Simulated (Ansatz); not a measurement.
**AlCF (triplet): the correlation ladder, cc-pVDZ**

One table from this session's results is given with a row withheld; the runs are named, their logs left out.

The runs use Ansatz 0.2.0, Gaussian basis; cc-pVDZ, core rule «outside noble gas», up to 7 orbitals frozen.

To be run: UHF; CCSD(T) on ROHF; CCSD(T) on UHF; BCCD(T) on ROHF; CISD; CCSDT(Q) on ROHF; CCSDT(Q) on UHF.

37 further runs of the same task are left out: 10 for a known fault of the program, 9 that didn't finish, 18 set aside as unsound or not needed.

### The system

The geometry is a PBE0/def2-TZVP stationary point (not a proven minimum).

3 atoms, charge 0, spin multiplicity 3.

Atoms are counted from 1 here; the program's logs count them from 0.

Bond lengths: C1–Al2 1.940 Å, Al2–F3 1.645 Å. Angles: C1–Al2–F3 180.0°.

The first run:

The input, in.yaml:

```yaml
crystal:
  periodic: [false, false, false]
  atoms:
    - {symbol: C, position_ang: [0.000000, 0.000000, 1.841767]}
    - {symbol: Al, position_ang: [0.000000, 0.000000, -0.098433]}
    - {symbol: F, position_ang: [0.000000, 0.000000, -1.743333]}
basis:
  gaussian: {orbitals: cc-pVDZ}
magnetization: {spin_polarized: true, initial_magnetization: 2}
hamiltonian: {xc: hf}
output: {orbitals: {seedname: orbitals}}
```

Run with:

```console
> ansatz run in.yaml --threads 1 --pin off --events-out ev --progress --plain --max-ram 2393MiB
```

Among the steps run: UHF; CCSD(T) on ROHF; CCSD(T) on UHF; BCCD(T) on ROHF; CISD; CCSDT(Q) on ROHF; CCSDT(Q) on UHF.

One of the session's tables, all rows but one given; the rest of the session is left out.

```
   method  from RCCSDT(Q) (meV)
     ROHF               +9986.8
      UHF               +9774.2
     RMP2                +999.8
     UMP2               +1260.4
     CISD               +1280.6
    RCCSD                +381.9
    UCCSD                     ?
 RCCSD(T)                 +83.1
 UCCSD(T)                 +92.9
  BCCD(T)                 +84.0
   RCCSDT                 +33.9
   UCCSDT                 +29.8
RCCSDT(Q)                     0
UCCSDT(Q)                  -6.7
```

Estimate the missing values for UCCSD.

**Answer.** from RCCSDT(Q) (meV): +372.5. In the column «from RCCSDT(Q) (meV)» it lies between UCCSD(T) (+92.9) and RCCSD (+381.9).

With the free atoms at the same levels and basis (separate runs), the atomisation energy is 7.410 eV at RCCSDT(Q), 7.352 eV at RCCSD(T), 7.340 eV at UCCSD(T), 5.196 eV at ROHF.

To keep in mind: Restricted and unrestricted rows rest on different reference determinants; where their highest levels disagree by more than a few hundredths of an eV, they describe different states and don't form one ladder.
